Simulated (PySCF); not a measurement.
Saddle point of SiH4S2, closed shell (SiH₄S₂ ([SH][SiH2][SH]) → SiH₂S ([SiH2][S]) + H₂S (still joined by a long Si–S bond); bonds formed: S2–H4; bonds broken: S3–H4; bonds weakened to dative contacts: Si1–S2), PBE0-D4/def2-TZVP structure:

| atom | x (Å) | y (Å) | z (Å) |
| --- | --- | --- | --- |
| Si1 | -0.5167 | -0.2285 | 0.6850 |
| S2 | 1.0595 | -0.4230 | -1.0641 |
| S3 | -1.6404 | 1.1493 | -0.2538 |
| H4 | -0.0926 | 0.4283 | -1.3592 |
| H5 | -0.9243 | -1.6546 | 0.7829 |
| H6 | 0.3540 | 0.0856 | 1.8496 |
| H7 | 1.7605 | 0.6430 | -0.6405 |

Energies are electronic, without zero-point energy. Barriers and step energies count from the start structure reached by relaxing down the imaginary mode; all methods use the PBE0-D4 structures, on which another method's saddle can fall below an end. Computed with PySCF 2.14 with density fitting (its default auxiliary sets; JK sets also for MP2 and CCSD(T)) (basis: def2-TZVPP, with def2-QZVPP for the basis limit); correlated methods freeze the cores. B3LYP uses VWN-RPA correlation. Extrapolation: Hartree–Fock as exp(−7.88 √X), correlation as X^−2.97.

```tsv
method	barrier (kcal/mol)	step energy (kcal/mol)
SPW92	29.64	30.06
PBE-D4	?	29.57
r2SCAN-D4	35.10	30.96
PBE0-D4	?	31.86
B3LYP-D4	37.30	30.97
BHLYP-D4	41.75	33.37
wB97M-V	38.85	32.22
HF	?	35.39
MP2	37.60	32.04
CCSD	41.68	33.39
CCSD(T)	39.33	32.45
```

Task: Fill in the withheld barriers. (To be estimated.)

Result: Computed: HF 49.27; PBE-D4 32.19; PBE0-D4 36.06 kcal/mol. Each is the energy of the saddle less that of the start structure, by the same method.

For comparison, the barrier by CCSD(T) at an estimated basis limit (MP2 extrapolated from triple and quadruple zeta, plus CCSD(T) − MP2 in triple zeta) is 38.15 kcal/mol.

No T1 diagnostic of these runs exceeds 0.015.

Labels in which every atom is bracketed show which atoms are joined, not bond orders.

For scale, one of the runs: CCSD(T)/def2-TZVPP, 182 basis functions, launched by `OMP_NUM_THREADS=4 python run.py`. The run took 3.4 min on 4 CPU threads of an Arm Neoverse V1 (shared host), with 1.6 GiB of host memory at its peak.
